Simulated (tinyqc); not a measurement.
Inside a calculation. Method: extended Hueckel theory, for CO. One step of it, computed by the program tinyqc.

Question. Mulliken analysis. P = C n C^T; charge = valence electrons (O 6, C 4) minus the sum of (P S)_ii on the atom; overlap population = 2 sum P_ij S_ij between two atoms.

coefficients, order 1C 2s, 1C 2px, 1C 2py, 1C 2pz, 2O 2s, 2O 2px, 2O 2py, 2O 2pz:
```
[[0.215670, 0.808410, 0.000000, 0.000000, 0.379731, 0.000000, 0.000000, 0.743063],
 [0.000000, 0.000000, 0.204275, -0.120896, 0.000000, -0.494939, 0.858702, 0.000000],
 [0.000000, 0.000000, 0.120896, 0.204275, 0.000000, 0.858702, 0.494939, 0.000000],
 [0.076970, -0.282155, 0.000000, 0.000000, -0.430721, 0.000000, 0.000000, 1.127623],
 [0.874025, -0.310280, 0.000000, 0.000000, 0.040119, 0.000000, 0.000000, -0.855678],
 [0.000000, 0.000000, 0.797493, -0.471980, 0.000000, 0.211816, -0.367493, 0.000000],
 [0.000000, 0.000000, 0.471980, 0.797493, 0.000000, -0.367493, -0.211816, 0.000000],
 [0.035563, -0.389180, 0.000000, 0.000000, 0.800228, 0.000000, 0.000000, 0.742894]]
```

occupations: [2.000000, 2.000000, 2.000000, 2.000000, 2.000000, 0.000000, 0.000000, 0.000000]

overlap S, order 1C 2s, 1C 2px, 1C 2py, 1C 2pz, 2O 2s, 2O 2px, 2O 2py, 2O 2pz:
```
[[1.000000, 0.000000, 0.000000, 0.000000, 0.345672, 0.000000, 0.000000, -0.292040],
 [0.000000, 1.000000, 0.000000, 0.000000, 0.000000, 0.192971, 0.000000, 0.000000],
 [0.000000, 0.000000, 1.000000, 0.000000, 0.000000, 0.000000, 0.192971, 0.000000],
 [0.000000, 0.000000, 0.000000, 1.000000, 0.432617, 0.000000, 0.000000, -0.304947],
 [0.345672, 0.000000, 0.000000, 0.432617, 1.000000, 0.000000, 0.000000, 0.000000],
 [0.000000, 0.192971, 0.000000, 0.000000, 0.000000, 1.000000, 0.000000, 0.000000],
 [0.000000, 0.000000, 0.192971, 0.000000, 0.000000, 0.000000, 1.000000, 0.000000],
 [-0.292040, 0.000000, 0.000000, -0.304947, 0.000000, 0.000000, 0.000000, 1.000000]]
```

Give: charges; Overlap populations.

Answer.

charges: [1.144, -1.144]

Overlap populations:
```
pair     value
2-1   0.799209
```
